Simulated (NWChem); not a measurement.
**C2H2F2 (vinylidene fluoride) at 6 levels**

We compute a comparison of 6 runs (BLYP/aug-cc-pVDZ, M06-L/aug-cc-pVDZ, PBE0/aug-cc-pVDZ, TPSS/aug-cc-pVDZ, r2SCAN/aug-cc-pVDZ, revPBE/aug-cc-pVDZ) of C2H2F2 (vinylidene fluoride). 

Program for the calculation: NWChem 7.3.0.

1 further run of the same task is left out (set aside as unsound or not needed).

## 1. Starting point

The species is C2H2F2 (6 atoms), meant as a singlet with charge 0. As SMILES, `C=C(F)F`. The C2–F3 distance was set to 1.707 Å, away from the relaxed value.

Bond lengths: C1–C2 1.315 Å, C2–F4 1.313 Å, C1–H5 1.079 Å, C1–H6 1.079 Å. Angles: C1–C2–F4 125.2°, C2–C1–H5 119.7°, C2–C1–H6 119.7°, H5–C1–H6 120.6°. A long bond or contact: C2–F3 1.707 Å.

## 2. A single-point energy at BLYP/aug-cc-pVDZ (run 1)

Contents of run.nw:

```
start run
title "C2H2F2 BLYP"
memory 2200 mb

geometry noautosym nocenter noautoz
  C      0.052064     0.461700    -0.900636
  C      0.272964    -0.403900     0.063864
  F     -0.454900    -0.363600     1.607600
  F      1.087164    -1.431400    -0.013236
  H      0.562164     0.351300    -1.844636
  H     -0.637636     1.275500    -0.740436
end

basis spherical bse
  * library aug-cc-pVDZ
end

dft
  xc becke88 lyp
  grid fine
  convergence energy 1e-08
  maxiter 100
  mulliken
end

task dft energy
```

On the command line:

```bash
$ nwchem run.nw > run.out
```

Log:

```text
[...]
          Wavefunction type:  closed shell.
          No. of atoms     :     6
          No. of electrons :    32
[...]
          Charge           :     0
          Spin multiplicity:     1
[...]
          AO basis - number of functions:   110
[...]
              XC Information
              --------------
                    Becke 1988 Exchange Functional  1.000
              Lee-Yang-Parr Correlation Functional  1.000
[...]
 d= 0,ls=0.0,diis     1   -276.8345593969 -3.85D+02  3.58D-02  1.42D+00     2.9
[...]
 d= 0,ls=0.0,diis    12   -277.0150085211 -5.45D-09  6.85D-07  8.46D-09    28.1
         Total DFT energy =     -277.015008521118
      One electron energy =     -597.122742400728
           Coulomb energy =      243.767094843295
    Exchange-Corr. energy =      -32.278154955365
 Nuclear repulsion energy =      108.618793991680
[...]
      Total Density - Mulliken Population Analysis
     ---------------------------------------------
    Atom       Charge   Shell Charges
 -----------   ------   -------------------------------------------------------
    1 C    6     4.97   2.02  0.66  0.55 -0.23  2.15 -0.13 -0.00  0.04 -0.10
    2 C    6     5.30   2.02  0.68  0.57  0.01  1.87 -0.00  0.06  0.15 -0.07
    3 F    9     9.46   2.01  0.91  1.04  0.10  3.25  1.92  0.21  0.00  0.01
    4 F    9     9.31   2.01  0.90  1.03  0.16  3.33  1.75  0.10  0.01  0.02
    5 H    1     1.51   0.77  0.75  0.02  0.03 -0.06
    6 H    1     1.45   0.78  0.69  0.01  0.03 -0.06
[...]
```

Wall time 29 s (1 thread of Intel Xeon Platinum 8375C at 2.90GHz (Ice Lake), shared host); peak memory 0.12 GiB.

## 3. A single-point energy at M06-L/aug-cc-pVDZ (run 2)

Contents of work.nw:

```
start work
title "C2H2F2 M06-L"
memory total 2200 mb

geometry noautosym nocenter noautoz
  C      0.052064     0.461700    -0.900636
  C      0.272964    -0.403900     0.063864
  F     -0.454900    -0.363600     1.607600
  F      1.087164    -1.431400    -0.013236
  H      0.562164     0.351300    -1.844636
  H     -0.637636     1.275500    -0.740436
end

basis spherical bse
  * library aug-cc-pVDZ
end

dft
  xc m06-l
  grid fine
  convergence energy 1e-08
  iterations 100
  mulliken
  noprint "final vectors analysis"
end

task dft
```

On the command line:

```bash
$ nwchem work.nw > work.out
```

Log:

```text
[...]
          Wavefunction type:  closed shell.
          No. of atoms     :     6
          No. of electrons :    32
[...]
          Charge           :     0
          Spin multiplicity:     1
[...]
          AO basis - number of functions:   110
[...]
              XC Information
              --------------
                        M06-L Method XC Functional
                         M06-L Exchange Functional  1.000
                       M06-L Correlation Potential  1.000
[...]
 d= 0,ls=0.0,diis     1   -276.8580809240 -3.85D+02  2.87D-02  1.15D+00     3.3
[...]
 d= 0,ls=0.0,diis    14   -277.0116554088 -1.13D-09  3.52D-07  1.13D-10    37.2
         Total DFT energy =     -277.011655408842
      One electron energy =     -597.310083561836
           Coulomb energy =      243.995832879428
    Exchange-Corr. energy =      -32.316198718114
 Nuclear repulsion energy =      108.618793991680
[...]
      Total Density - Mulliken Population Analysis
     ---------------------------------------------
    Atom       Charge   Shell Charges
 -----------   ------   -------------------------------------------------------
    1 C    6     5.40   2.02  0.67  0.44 -0.17  2.09  0.36  0.01  0.03 -0.06
    2 C    6     5.32   2.02  0.69  0.67 -0.08  1.81  0.08  0.07  0.15 -0.09
    3 F    9     9.50   2.01  0.94  1.03  0.08  3.22  2.06  0.15  0.00  0.01
    4 F    9     9.42   2.01  0.92  1.04  0.13  3.29  1.92  0.08  0.01  0.02
    5 H    1     1.20   0.77  0.45  0.02  0.03 -0.06
    6 H    1     1.17   0.77  0.42  0.01  0.03 -0.06
[...]
```

Wall time 38 s (1 thread of Intel Xeon Platinum 8375C at 2.90GHz (Ice Lake), shared host); peak memory 0.12 GiB.

Runs 3 to 5 aren't shown in full; the table further down has their settings and results.

## 4. A single-point energy at revPBE/aug-cc-pVDZ (run 6)

Contents of run.py:

```python
from ase import Atoms
from ase.calculators.nwchem import NWChem

mol = Atoms('CCFFHH', positions=[
    [0.052064, 0.461700, -0.900636],
    [0.272964, -0.403900, 0.063864],
    [-0.454900, -0.363600, 1.607600],
    [1.087164, -1.431400, -0.013236],
    [0.562164, 0.351300, -1.844636],
    [-0.637636, 1.275500, -0.740436],
])

calc = NWChem(
    label='c2h2f2',
    theory='dft',
    memory='2200 mb',
    basis='aug-cc-pVDZ',
    basispar='spherical bse',
    dft={'xc': 'revpbe cpbe96', 'mult': '1', 'grid': 'fine', 'convergence': 'energy 1e-08', 'iterations': '100', 'mulliken': None},
    task='energy',
)
mol.calc = calc

e = mol.get_potential_energy()
print(f"E = {e:.6f} eV")
print("dipole (e A):", mol.get_dipole_moment().round(4))
```

On the command line:

```bash
$ export ASE_NWCHEM_COMMAND="nwchem PREFIX.nwi > PREFIX.nwo"
$ python run.py
```

Log:

```text
E = -7536.885578 eV
dipole (e A): [ 0.114   0.1731 -0.543 ]
```

The calculator wrote c2h2f2.nwi:

```
title "c2h2f2"

permanent_dir c2h2f2

scratch_dir c2h2f2

start c2h2f2

geometry units angstrom nocenter noautosym noautoz
  C  5.2063999999999999e-02 4.6170000000000000e-01 -9.0063599999999999e-01
  C  2.7296399999999998e-01 -4.0389999999999998e-01 6.3864000000000004e-02
  F  -4.5490000000000003e-01 -3.6359999999999998e-01 1.6075999999999999e+00
  F  1.0871640000000000e+00 -1.4314000000000000e+00 -1.3236000000000000e-02
  H  5.6216400000000000e-01 3.5130000000000000e-01 -1.8446359999999999e+00
  H  -6.3763599999999998e-01 1.2755000000000001e+00 -7.4043599999999998e-01
end

memory 2200 mb

basis spherical bse noprint
   * library aug-cc-pVDZ
end

dft
  xc revpbe cpbe96
  mult 1
  grid fine
  convergence energy 1e-08
  iterations 100
  mulliken
end

task dft energy
```

c2h2f2.nwo:

```text
Northwest Computational Chemistry Package (NWChem) 7.3.0
             --------------------------------------------------------

           Job information
           ---------------

    nwchem branch   = 7.3.0
    use scalapack   = T
    input           = c2h2f2.nwi
    prefix          = c2h2f2.
    data base       = c2h2f2/c2h2f2.db
    status          = startup
    nproc           =        1

           Memory information
           ------------------

[... 5 lines left out ...]
    hardfail = no
[... 117 lines left out ...]
          Convergence on energy requested:  1.00D-08
[... 23 lines left out ...]
          Convergence Information
[... 30 lines left out ...]
 1-e energy   =    -595.662556
[... 45 lines left out ...]
      One electron energy =     -597.110419098998
[... 8 lines left out ...]
                       DFT Final Molecular Orbital Analysis
[... 812 lines left out ...]
     Multipole analysis of the density
     ---------------------------------

     L   x y z        total         alpha         beta         nuclear
     -   - - -        -----         -----         ----         -------
     0   0 0 0     -0.000000    -16.000000    -16.000000     32.000000

     1   1 0 0      0.215437     -7.040238     -7.040238     14.295913
[... 8 lines of this table left out ...]
     2   0 0 2    -17.369865    -66.006312    -66.006312    114.642759

 Task  times  cpu:       28.1s     wall:       28.1s
 Total times  cpu:       28.1s     wall:       28.1s
```

Run time: 29 s. Hardware: 1 thread of Intel Xeon Platinum 8375C at 2.90GHz (Ice Lake), shared host; peak memory 0.12 GiB.

## 5. The series

```
run               level  energy (Eh)  dipole moment (D)  wall time
  1    BLYP/aug-cc-pVDZ  -277.015009               2.84       29 s
  2   M06-L/aug-cc-pVDZ  -277.011655               2.87       38 s
  3    PBE0/aug-cc-pVDZ  -276.763572               2.98       27 s
  4    TPSS/aug-cc-pVDZ  -277.087004               2.86       33 s
  5  r2SCAN/aug-cc-pVDZ  -276.921676               2.89       32 s
  6  revPBE/aug-cc-pVDZ  -276.975439               2.79       29 s
```

## 6. Outcome

```
            quantity          value
 run 6: total energy  -276.97544 Eh
run 6: dipole moment         2.79 D
  run 6: HOMO energy       -7.20 eV
  run 6: LUMO energy       -2.74 eV
run 6: HOMO–LUMO gap        4.46 eV
```

What this shows: The dipole moment (its size) runs from 2.79 D (revPBE/aug-cc-pVDZ) to 2.98 D (PBE0/aug-cc-pVDZ). Over runs 1, 4, 6 the HOMO–LUMO gap runs from 4.39 eV (BLYP/aug-cc-pVDZ) to 4.68 eV (TPSS/aug-cc-pVDZ). Totals of different functionals can't be ranked against each other. All runs together took 3.1 min, the longest 38 s.
